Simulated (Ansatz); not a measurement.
# B3LYP/6-31G(d) (Cartesian functions) run of CH5AlO (SMILES [CH3][AlH][OH])

What is the energy change on altering one bond length of CH5AlO at B3LYP/6-31G* (Cartesian functions)? 

The results are computed with Ansatz 0.2.0.

42 further runs of the same task are left out: 42 set aside as unsound or not needed.

### 1 Starting point

CH5AlO: 8 atoms, total charge 0, spin state singlet. SMILES: `[CH3][AlH][OH]`. Geometry: relaxed at PBE0-D4/def2-TZVP. This is one conformer, not always the lowest.

Bond lengths: C1–Al2 1.941 Å, Al2–O3 1.701 Å, C1–H4 1.095 Å, C1–H5 1.092 Å, C1–H6 1.095 Å, Al2–H7 1.589 Å, O3–H8 0.956 Å. Angles: C1–Al2–O3 117.6°, C1–Al2–H7 124.2°, O3–Al2–H7 118.3°, Al2–C1–H4 111.0°, Al2–C1–H5 111.9°, Al2–C1–H6 111.2°, Al2–O3–H8 122.5°, H4–C1–H5 107.9°, H4–C1–H6 106.4°, H5–C1–H6 108.2°.

### 2 The energy at B3LYP/6-31G(d) (Cartesian functions)

The input, job.yaml:

```yaml
basis:
  gaussian:
    orbitals: "6-31G*"
crystal:
  periodic: [false, false, false]
  atoms:
    - {symbol: C, position_ang: [-0.777900, 0.982200, -0.070900]}
    - {symbol: Al, position_ang: [0.579700, -0.394200, -0.239900]}
    - {symbol: O, position_ang: [0.544600, -1.676400, 0.876800]}
    - {symbol: H, position_ang: [-0.325100, 1.954500, 0.149300]}
    - {symbol: H, position_ang: [-1.491400, 0.755400, 0.724300]}
    - {symbol: H, position_ang: [-1.335700, 1.105000, -1.004800]}
    - {symbol: H, position_ang: [1.716800, -0.394500, -1.350200]}
    - {symbol: H, position_ang: [1.181200, -2.389100, 0.859500]}
hamiltonian:
  xc: {name: B3LYP}
accuracy: high
output:
  orbitals: {seedname: orbitals}
```

Started as:

```sh
ansatz run job.yaml --threads 1 --pin off --max-ram 3480MiB --events-out events.jsonl --progress --plain --runs-dir runs
```

Standard output:

```text
Warning: RAYON_NUM_THREADS=1 ignored (pool sized by the plan → 1); use --threads N
Functional definition: B3LYP
  name "B3LYP"
  parameter a0 = 0.2
  parameter ax = 0.72
  parameter ac = 0.81
  exchange = (1 - a0 - ax)*slater_x + ax*b88_x + a0*exact_x
  correlation = (1 - ac)*vwn_rpa_c + ac*lyp_c
1296 factors; integrals over basis functions are off by at most 3.3e-9 eV
mean field evaluation 1: about -9754.2724 eV, gradient 7.0e1 eV
mean field evaluation 2: about -9730.8087 eV, gradient 1.2e2 eV
mean field evaluation 4: about -9763.8607 eV, gradient 6.8e0 eV
mean field evaluation 8: about -9763.9691 eV, gradient 1.3e-1 eV
mean field evaluation 16: about -9763.9691 eV, gradient 2.8e-6 eV
mean field -9763.96914799 eV, -358.8192479328 hartree, gradient 4.4e-8 eV, S^2 0.000000; 0 other end points of the search recorded, 0 dependent functions left out
reference -9763.96918787 eV, -358.8192493981 hartree; 16, 16 occupied and 43, 43 virtual orbitals, 1296 factors
Total energy: -9763.96918787 eV, -358.8192493981 hartree
```

It took 3.9 s on 1 thread of Arm Neoverse V2, shared host; peak memory 0.16 GiB.

### 3 The distorted shape, same level

The input, molecule.yaml:

```yaml
basis:
  gaussian:
    orbitals: "6-31G*"
crystal:
  periodic: [false, false, false]
  atoms:
    - symbol: C
      position_ang: [-0.845830, 0.836333, -0.103935]
    - symbol: Al
      position_ang: [0.511770, -0.540067, -0.272935]
    - symbol: O
      position_ang: [0.476670, -1.822267, 0.843765]
    - symbol: H
      position_ang: [-0.325100, 1.954500, 0.149300]
    - symbol: H
      position_ang: [-1.559330, 0.609533, 0.691265]
    - symbol: H
      position_ang: [-1.403630, 0.959133, -1.037835]
    - symbol: H
      position_ang: [1.648870, -0.540367, -1.383235]
    - symbol: H
      position_ang: [1.113270, -2.534967, 0.826465]
output:
  orbitals: {seedname: orbitals}
hamiltonian:
  xc: {name: B3LYP}
accuracy: high
```

Started as:

```sh
ansatz run molecule.yaml --threads 1 --pin off --max-ram 3480MiB --events-out events.jsonl --progress --plain --runs-dir runs
```

Standard output, cut to the lines that bear on the results:

```text
Warning: RAYON_NUM_THREADS=1 ignored (pool sized by the plan → 1); use --threads N
[... 7 set-up lines as earlier in the session ...]
1299 factors; integrals over basis functions are off by at most 3.2e-9 eV
mean field evaluation 1: about -9754.2236 eV, gradient 6.9e1 eV
mean field evaluation 2: about -9729.9928 eV, gradient 1.2e2 eV
mean field evaluation 4: about -9763.5252 eV, gradient 7.4e0 eV
mean field evaluation 8: about -9763.6567 eV, gradient 1.3e-1 eV
mean field evaluation 16: about -9763.6568 eV, gradient 2.6e-6 eV
mean field -9763.65675874 eV, -358.8077678395 hartree, gradient 7.1e-8 eV, S^2 0.000000; 0 other end points of the search recorded, 0 dependent functions left out
reference -9763.65679899 eV, -358.8077693185 hartree; 16, 16 occupied and 43, 43 virtual orbitals, 1299 factors
Total energy: -9763.65679899 eV, -358.8077693185 hartree
```

It took 3.9 s on 1 thread of Arm Neoverse V2, shared host; peak memory 0.16 GiB.

### 4 Results

At B3LYP/6-31G* (Cartesian functions):

| quantity | value |
| --- | --- |
| first shape: total energy | -358.81925 Eh |
| first shape: HOMO energy | -7.57 eV |
| first shape: LUMO energy | -0.47 eV |
| first shape: HOMO–LUMO gap | 7.10 eV |
| distorted shape: total energy | -358.80777 Eh |
| distorted shape: HOMO energy | -7.59 eV |
| distorted shape: LUMO energy | -0.48 eV |
| distorted shape: HOMO–LUMO gap | 7.11 eV |
| energy change with the C1–H4 bond stretched from 1.095 to 1.259 Å | 0.312 eV |

**Reading.** With the C1–H4 bond stretched from 1.095 to 1.259 Å the energy rises by 0.31 eV (30.1 kJ/mol). The first shape isn't relaxed at this level, so the change isn't measured from a minimum.
